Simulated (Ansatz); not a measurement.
**AlO− (quintet): the correlation ladder, aug-cc-pVTZ**

How much of the correlation energy of AlO− (quintet) does each wave-function method recover here?

Method: aug-cc-pVTZ, correlated electrons: outside noble gas; program: Ansatz 0.2.0, Gaussian basis.

Plan: UHF; CCSD(T) on ROHF; CCSD(T) on UHF; BCCD(T) on ROHF; CCSDT(Q) on ROHF; CCSDT(Q) on UHF.

## 1. The geometry

The geometry is a PBE0/def2-TZVPD stationary point (not a proven minimum) of the parent state, kept for this charge and spin.

2 atoms, charge -1, spin multiplicity 5.

Atoms are counted from 1 here; the program's logs count them from 0.

Bond lengths: Al1–O2 1.657 Å.

In the tables R marks a restricted open-shell determinant and U an unrestricted one; correlation energies count from the lowest restricted Hartree-Fock solution.

## 2. UHF

in.yaml reads:

```yaml
crystal:
  periodic: [false, false, false]
  atoms:
    - {symbol: Al, position_ang: [0.000000, 0.000000, 0.000000]}
    - {symbol: O, position_ang: [0.000000, 0.000000, 1.656900]}
basis:
  gaussian: {orbitals: aug-cc-pVTZ}
total_charge: -1
magnetization: {spin_polarized: true, initial_magnetization: 4}
hamiltonian: {xc: hf}
output: {orbitals: {seedname: orbitals}}
```

Launch:

```bash
$ ansatz run in.yaml --threads 1 --pin off --events-out ev --progress --plain --max-ram 4096MiB --backend cpu
```

Further steps of the session: CCSD(T) on ROHF; CCSD(T) on UHF; BCCD(T) on ROHF; CCSDT(Q) on ROHF; CCSDT(Q) on UHF.

Q: Predict the results of all the runs planned. Wanted: correlation energy, UCCSDT(Q); RMP2 from UCCSDT(Q); UMP2 from UCCSDT(Q); RCCSD from UCCSDT(Q); RCCSD(T) from UCCSDT(Q); UCCSD(T) from UCCSDT(Q); RCCSDT(Q) from UCCSDT(Q); T1 diagnostic.

**Answer**, as computed:

```
                                      quantity                                                   value
                 correlation energy, UCCSDT(Q)                                              -7.0028 eV
                           RMP2 from UCCSDT(Q)                                              +735.7 meV
                           UMP2 from UCCSDT(Q)                                              +743.6 meV
                          RCCSD from UCCSDT(Q)                                              +266.1 meV
                       RCCSD(T) from UCCSDT(Q)                                               +34.4 meV
                       UCCSD(T) from UCCSDT(Q)                                               +32.6 meV
                      RCCSDT(Q) from UCCSDT(Q)                                                +4.4 meV
levels of the table within 1 kcal/mol (43 meV)  RCCSD(T), UCCSD(T), BCCD(T), RCCSDT, UCCSDT, RCCSDT(Q)
                                 T1 diagnostic                                                   0.022
```

**Reading.** RCCSD(T) misses by +34.4 meV, 0.5 % of the correlation energy. These misses are within one basis, not against nature; the frozen cores of restricted and unrestricted runs differ, which can shift their rows.
